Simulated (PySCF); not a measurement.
H₂Si, SMILES [SiH2] (connectivity only; charge and spin as stated), charge +1, multiplicity 2.

Geometry: PBE0-D3(BJ)/def2-TZVPD. The isomer is the one that the SMILES or the coordinates give; other isomers of the formula were not compared.

Two levels are set side by side: PBE/def2-TZVPD (PySCF) and PBE0/def2-TZVPD (PySCF). Same geometry, gas phase. Differences are taken from unrounded values.

```tsv
quantity	PBE0	PBE	PBE minus PBE0
α-spin orbital gap (eV)	4.28	2.05	-2.23
β-spin orbital gap (eV)	6.84	4.52	-2.32
mean polarisability (bohr³)	21.5	21.8	0.3
```

Rough cost on one machine, each run with all the roots and properties that it gave: PBE0 against PBE within a factor of 2.
